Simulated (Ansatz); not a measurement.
UKS-PBE against FCI for diatomic hydrides: bond length at the minimum.

Values in Å, from Ansatz (a quantum-chemistry and plane-wave program). Where two bases are given, the first is that of UKS-PBE. Full CI is exact in its basis, with frozen cores. Scans on which UKS-PBE failed, held another spin at the minimum or broke off are missing, so the means are lower bounds.

| system | basis | UKS-PBE | FCI | UKS-PBE − FCI |
|---|---|---|---|---|
| HO cation triplet | aug-cc-pVDZ | 1.053 | 1.037 | 0.016 |
| HGa singlet | cc-pVTZ | 1.697 | 1.688 | 0.008 |
| HMg doublet | def2-TZVP | 1.758 | 1.739 | 0.019 |
| HAs triplet | cc-pVDZ | 1.554 | 1.543 | 0.012 |
| CH cation singlet | cc-pVQZ | 1.149 | 1.130 | 0.020 |
| HO cation triplet | cc-pVTZ | 1.048 | 1.031 | 0.018 |
| HGe doublet | aug-cc-pVTZ | 1.616 | 1.606 | 0.010 |
| HO doublet | aug-cc-pVDZ | 0.988 | 0.980 | 0.008 |
| HBe cation singlet | cc-pVTZ | 1.331 | 1.318 | 0.012 |
| HO cation triplet | cc-pVTZ | 1.048 | 1.031 | 0.018 |

The mean error against full CI is 0.014 Å (median 0.014) and the mean absolute one 0.014 Å (median 0.014); UKS-PBE lies above in 10 and below in 0 of 10 cases. It is closest for HO doublet (0.008), HGa singlet (0.008), HGe doublet (0.010) and furthest off for CH cation singlet (0.020), HMg doublet (0.019), HO cation triplet (0.018).
